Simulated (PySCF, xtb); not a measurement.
ethylamine (C2H7N), SMILES CCN. The values are those of a single conformer.

Harmonic wavenumbers (cm⁻¹) from GFN2-xTB (xtb) at its own minimum, in rising order: 216, 278, 392, 831, 916, 954, 994, 1135, 1149, 1226, 1279, 1361, 1407, 1489, 1495, 1500, 1567, 2808, 2959, 3028, 3043, 3054, 3384, 3417.

Q: What does PBE-D3(BJ)/def2-TZVP in PySCF 2.14.0 give at its own minimum? (Estimate from the structure and the level; the computed values follow.)

A: 233, 266, 403, 780, 824, 888, 978, 1077, 1115, 1223, 1283, 1348, 1375, 1436, 1445, 1467, 1605, 2870, 2964, 2977, 3032, 3051, 3390, 3472. Paired by order, the mean absolute difference is 32 cm⁻¹ and the zero-point energies are 57.0 and 56.5 kcal/mol.
